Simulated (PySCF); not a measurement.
Compound: F2H2P2.
Z-matrix (Å and degrees, PBE0-D3(BJ)/def2-SVP geometry), rows numbered from 1:
```
F 
P   1  1.6142
F   2  1.6141  1   98.98
P   2  2.2386  1   96.05  3    97.24
H   4  1.4319  2   91.20  1   173.79
H   4  1.4316  2   91.04  1    81.33
```

Level of theory: EOM-IP-CCSD/aug-cc-pVDZ in PySCF, restricted Hartree–Fock reference, 12 core orbitals frozen, non-relativistic, gas phase, PBE0-D3(BJ)/def2-SVP geometry.

The vertical ionisation energies are 9.58, 11.59, 13.57, 13.88, 15.13, 15.74, 16.80, 16.82 eV.

Question: Which Hartree–Fock orbital leads each hole, and what is its Koopmans value −ε?

Answer: 
```csv
leading hole (HF orbital),Koopmans (eV),EOM-IP-CCSD (eV),change (eV),one-hole share
HOMO,9.98,9.58,-0.40,0.96
HOMO-1,12.31,11.59,-0.72,0.94
HOMO-3,14.89,13.57,-1.32,0.93
HOMO-2,14.73,13.88,-0.85,0.94
HOMO-4,17.79,15.13,-2.66,0.94
HOMO-5,18.57,15.74,-2.83,0.93
HOMO-7,19.58,16.80,-2.78,0.91
HOMO-6,19.40,16.82,-2.58,0.90
```

Question: Does the order of the lines follow the orbital energies?

Answer: No: the HOMO-3 hole (13.57 eV) falls below the HOMO-2 hole (13.88 eV); the HOMO-7 hole (16.80 eV) falls below the HOMO-6 hole (16.82 eV). The corrections run from -2.83 to -0.40 eV, with a mean of -1.77 eV over the 8 lines; no line lies above its Koopmans value. Koopmans values leave out both the relaxation of the orbitals and the change in correlation energy.

Question: At what kinetic energies would He II light (40.81 eV) eject these electrons?

Answer: 31.23 eV (HOMO), 29.22 eV (HOMO-1), 27.24 eV (HOMO-3), 26.93 eV (HOMO-2), 25.68 eV (HOMO-4), 25.07 eV (HOMO-5), 24.01 eV (HOMO-7), 23.99 eV (HOMO-6).

Lines less than 0.15 eV apart could change places at a higher level. One root was sought for each valence orbital with −ε under 21 eV, eight at most, so deeper holes and satellites are missing; no vibrational structure.

One conformer stands for the species.
